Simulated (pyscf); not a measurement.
Structures and frequencies: ωB97X-D3(BJ)/def2-SVP in PySCF.

### Question
H₃Si–SiH₂–GeH₃ → H₃Si–SiH=GeH₂ + hydrogen (H₂)
Surface: singlet. Broken: H–Si, Ge–H. Formed: H–H. Give ΔE‡ and ΔE from ωB97M-D3(BJ)/def2-TZVP, relative to the reactant's lowest minimum found.

### Answer
ΔE‡ = 78.9 kcal/mol, ΔE = +47.1 kcal/mol. Zero-point energy shifts the barrier by -2.6 kcal/mol. It is an elimination, with an imaginary mode of 1384i cm⁻¹. At the saddle there is also a short Ge–H contact that neither side keeps. The same reactants have a lower exit, to •H₂Si–SiH₃ + GeH₃• (no saddle counted: cutting one bond costs +73.2 kcal/mol at ωB97M-D3(BJ), against +78.9 kcal/mol here). H₃Si–SiH=GeH₂ may be a fragile minimum: a first optimisation, from another start, lost the drawn bonds. H₃Si–SiH=GeH₂ lies 9.4 kcal/mol over its isomer H₃Si–Ge:–SiH₃ [singlet], and others may lie lower still (electronic energy, ωB97M-D3(BJ)). One saddle was located; it need not be the lowest between these sides. Elements up to Kr have no core potential and no relativistic terms here.
